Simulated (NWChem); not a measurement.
System: nitrogen dioxide (NO2, doublet); SMILES N([O])=O

```xyz
3

O     -1.0929     0.0000    -0.1377
N      0.0000     0.0000     0.3148
O      1.0929     0.0000    -0.1377
```
Atoms are numbered in this order, from 1.

In the optimisation the excess spin sits in a1 (C2v, its own frame). Geometry: optimised at PBE0/def2-SVP, spin-unrestricted. No stability test was run on the SCF state.

Symmetry labels are those of C2v in the frame above (b1 and b2, or b-type labels, depend on it).

Q: List the 6 lowest vertical excitations from B3LYP/def2-SVPD, spin-unrestricted, TDA (NWChem).

A: 
```
state    energy (eV)  oscillator strength  symmetry of the excitation  <S²>
-------  -----------  -------------------  --------------------------  ----
state 1         2.95                0.000                          b2  0.76
state 2         3.65                0.011                          b1  0.79
state 3         4.04                0.000                          a2  0.81
state 4         5.03                0.001                          b1  2.72
state 5         5.10                0.000                          a2  2.34
state 6         5.93                0.000                          a2  1.11
```
